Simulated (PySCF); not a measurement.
# Beryllium: a sound run and one with changed settings

Sound run: Be [He] 2s2, Be⁺ [He] 2s1. All numbers are calculated (PySCF 2.14, the non-relativistic Hamiltonian (point nucleus), in cc-pVTZ (4s3p2d1f, 30 functions)). The sound run starts from symmetry-adapted Hartree-Fock orbitals and uses a fine grid where one is needed.

Changed run: 14 angular points. This setting is unsound on purpose.

```json
{"species": "Be", "method": "UHF", "sound run (hartree)": "-14.57287", "changed run (hartree)": "-14.57287", "converged": "yes"}
{"species": "Be", "method": "B3LYP", "sound run (hartree)": "-14.67245", "changed run (hartree)": "-14.67245", "converged": "yes"}
{"species": "Be", "method": "MN15", "sound run (hartree)": "-14.66029", "changed run (hartree)": "-14.66029", "converged": "yes"}
{"species": "Be⁺", "method": "UHF", "sound run (hartree)": "-14.27724", "changed run (hartree)": "-14.27724", "converged": "yes"}
{"species": "Be⁺", "method": "B3LYP", "sound run (hartree)": "-14.33765", "changed run (hartree)": "-14.33765", "converged": "yes"}
{"species": "Be⁺", "method": "MN15", "sound run (hartree)": "-14.33166", "changed run (hartree)": "-14.33166", "converged": "yes"}
```

Ionisation energy of Be:

| method | sound run (eV) | changed run (eV) |
| --- | --- | --- |
| UHF | 8.045 | 8.045 |
| B3LYP | 9.110 | 9.110 |
| MN15 | 8.942 | 8.942 |

Here the setting changes nothing at the digits shown.

For comparison, NIST gives 9.323 eV between the lowest levels.
